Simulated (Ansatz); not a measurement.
Ansatz (a first-principles code) input:

Ansatz 0.2 input:
```yaml
crystal:
  periodic: [false, false, false]
  atoms:
    - {symbol: Cl, position_ang: [-0.00000000, -0.00000000, -0.07122178]}
    - {symbol: H, position_ang: [0.00000000, 0.00000000, 1.21077034]}
basis:
  gaussian:
    orbitals: def2-TZVP
hamiltonian:
  xc: b3lyp
  dispersion: d3bj
phonons: {temperatures: {t_min: 298.15, t_max: 298.15, t_step: 100}}
```

Problem. What final total energy does it print?

Solution. -460.83565 Eh (B3LYP-D3(BJ)/def2-TZVP). The basis has 43 functions.
